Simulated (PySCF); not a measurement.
chloroform (CHCl₃), SMILES ClC(Cl)Cl. Heavy atoms are numbered as in [Cl:1][CH:2]([Cl:3])[Cl:4]. Hydrogens are named by the atom that carries them.

Geometry optimised at PBE-D3(BJ)/def2-SVP.

These are M06-2X/def2-TZVPD (PySCF) values and carry that method's errors.

ESP charges are fitted to the potential on shells at 1.4 to 2.0 van der Waals radii. Atomic charges (e), one atom of each kind:

| atom | ESP fit | IAO |
|---|---|---|
| Cl1 | 0.05 | -0.03 |
| C2 (CH) | -0.46 | -0.11 |
| H on C2 | 0.32 | 0.20 |
